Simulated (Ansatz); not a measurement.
A nudged elastic band was laid between two geometries of AlH5OSi (8 atoms, charge 0, multiplicity 1).

The calculation used RKS B3LYP-D4/def2-SVPD (Ansatz 0.2.0).

```yaml
movable_images: 5
climbing_image: yes
spring: 5.0 eV/Å²
optimiser: quadratic models (default)
start_path: through a guess of the saddle point
force_threshold: 0.05 eV/Å
iteration_limit: 60
end_points: relaxed
```

Initial state:

```xyz
8
Properties=species:S:1:pos:R:3
Al 0.134 0.153 0.427
H -0.031 0.662 1.911
O 1.533 -0.739 0.037
Si 2.903 -1.601 -0.314
H 2.531 -2.927 -0.882
H 3.725 -0.855 -1.308
H 3.709 -1.812 0.922
H -0.917 0.417 -0.719
```

Final state:

```xyz
8
Properties=species:S:1:pos:R:3
Al -0.332 0.272 -0.205
H 1.457 -0.265 1.831
O 1.210 -0.347 0.901
Si 2.279 -1.225 -0.222
H 1.824 -2.566 -0.674
H 3.057 -0.406 -1.189
H 3.296 -1.548 0.859
H 0.795 -0.617 -1.228
```

(1) What changes between the two ends?

(2) Give the energies along the band, and the barrier.

(3) What is the geometry of the highest image?

The band took 23 iterations and of the order of 4 core-minutes.

## Answers

(1) Bonds broken: Al1–H2. Bonds formed: H2–O3.

(2) The forces met the threshold. The highest image is number 3 of 0 to 6, 3.22 eV above the first end and 1.07 eV above the last; the last end lies 2.15 eV above the first. Neighbouring images differ by up to 2.0 eV, so the band resolves the path poorly. A vibrational analysis at the climbing image gives 2 clearly imaginary modes (1519i, 47i cm⁻¹): a point of higher order. A lower path may pass nearby, or the ends, which weren't checked, may share the extra mode. The orbitals stay closed-shell, which can raise the energy where a bond breaks towards radicals; this wasn't checked here.

| image | path coordinate (Å) | energy (eV) | Al1–H2 (Å) | H2–O3 (Å) |
| --- | --- | --- | --- | --- |
| 0 | 0.00 | 0.00 | 1.58 | 2.81 |
| 1 | 0.68 | 0.09 | 1.57 | 2.64 |
| 2 | 1.35 | 1.27 | 1.57 | 2.02 |
| 3 | 2.03 | 3.22 | 1.73 | 1.28 |
| 4 | 2.99 | 2.35 | 2.51 | 0.97 |
| 5 | 3.95 | 2.20 | 2.71 | 0.96 |
| 6 | 4.91 | 2.15 | 2.76 | 0.97 |

(3) 
```xyz
8
Properties=species:S:1:pos:R:3
Al -0.221 0.376 0.390
H 1.051 -0.150 1.438
O 1.416 -0.590 0.292
Si 2.776 -1.512 -0.158
H 2.341 -2.873 -0.573
H 3.481 -0.841 -1.283
H 3.667 -1.600 1.028
H -0.925 0.489 -1.060
```

The run took 75 s on 4 threads of Intel(R) Xeon(R) 6975P-C (Granite Rapids), with other jobs on the host, peak memory 0.25 GiB.
